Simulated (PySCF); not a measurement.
# Reading a saddle point

A first-order saddle point of SiNH$_{7}$O, singlet, PBE0-D4/def2-TZVP, with one imaginary mode of 1064i cm⁻¹:

```xyz
10
angstrom
Si -0.7708 0.0544 -0.3822
N 0.4608 -0.7199 0.8098
H -1.7753 -1.0842 -0.3011
H -1.5926 1.1545 0.1763
H -0.4564 -0.0408 -1.8363
H 1.0995 0.2509 0.4597
O 0.8181 1.2962 -0.2166
H 0.1513 -0.7449 1.7739
H 0.7746 -1.6455 0.5465
H 1.2911 1.4789 -1.0300
```

Computed with PySCF 2.14 with density fitting (its default auxiliary sets; JK sets also for MP2 and CCSD(T)) (basis: def2-TZVPP and def2-QZVPP); correlated methods freeze the cores. Extrapolation: Hartree–Fock as exp(−7.88 √X), correlation as X^−2.97.

Task: Which contacts change along the imaginary mode, and what lies on either side? (A judgement: the text doesn't fix the answer.)

Result: By the calculation: The step is SiNH₅ ([NH2][SiH3]) + H₂O → SiH₄O ([OH][SiH3]) + NH₃, with the molecules in contact on both sides. Shortening one way: Si1–O7, N2–H6; lengthening the same way: Si1–N2, H6–O7.
```json
{"pair": "Si1–O7", "one side (Å)": "3.76", "saddle (Å)": "2.02", "other side (Å)": "1.67"}
{"pair": "N2–H6", "one side (Å)": "2.00", "saddle (Å)": "1.21", "other side (Å)": "1.01"}
{"pair": "Si1–N2", "one side (Å)": "1.74", "saddle (Å)": "1.88", "other side (Å)": "2.46"}
{"pair": "H6–O7", "one side (Å)": "0.97", "saddle (Å)": "1.28", "other side (Å)": "2.67"}
```

Task: Which side is lower, and how far does the saddle lie above each? (An estimate is asked for; the value comes from the calculation.)

Result: Computed: The side with Si1–O7, N2–H6 short is lower by 29.9 kJ/mol; the saddle lies 141.8 kJ/mol above it and 111.9 kJ/mol above the other (CCSD(T) at an estimated basis limit (MP2 extrapolated from triple and quadruple zeta, plus CCSD(T) − MP2 in triple zeta); electronic energies).

T1 diagnostic: at most 0.011.

The step is the kind of ligand exchange by which a precursor binds to a hydroxyl group, or is hydrolysed, in atomic layer deposition of oxides.

Labels in which every atom is bracketed show which atoms are joined, not bond orders.

For scale, one of the runs: CCSD(T)/def2-TZVPP, 202 basis functions, launched by `OMP_NUM_THREADS=4 python run.py`. The run took 5.5 min on 4 CPU threads of an Arm Neoverse V2 (shared host), with 2.5 GiB of host memory at its peak.
